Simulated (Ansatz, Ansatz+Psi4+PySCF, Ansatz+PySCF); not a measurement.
```xyz
5

F     1.1824    0.1289    0.0001
C    -0.0074   -0.4294   -0.0002
C    -1.2001    0.1194    0.0000
H    -2.0842   -0.5016    0.0006
H    -1.3119    1.2016   -0.0001
```

Basis set: cc-pVTZ (spherical functions). Correlated methods keep 3 orbitals frozen. Correlation on ROHF uses semicanonical orbitals with singles. Charge 0, multiplicity 2.

Computed with Ansatz (development build ahead of 0.2.0); each method stands on the lowest determinant of its kind that the runs found.

Give the atomization energy at this shape (free ground-state atoms in the same class of orbitals less the molecule, no zero-point energy) of doublet C₂H₂F by ROHF-CCSD(T), ROHF-MP2, UHF-MP2, ROHF, UHF.

```json
{"method": "ROHF-CCSD(T)", "atomization energy": "1843.0 kJ/mol"}
{"method": "ROHF-MP2", "atomization energy": "1889.7 kJ/mol"}
{"method": "UHF-MP2", "atomization energy": "1868.0 kJ/mol"}
{"method": "ROHF", "atomization energy": "1377.8 kJ/mol"}
{"method": "UHF", "atomization energy": "1360.9 kJ/mol"}
```

Caution for ROHF-MP2, UHF-MP2: forces differ strongly between restricted and unrestricted references. Caution for UHF-MP2, UHF: the unrestricted determinant is spin contaminated.
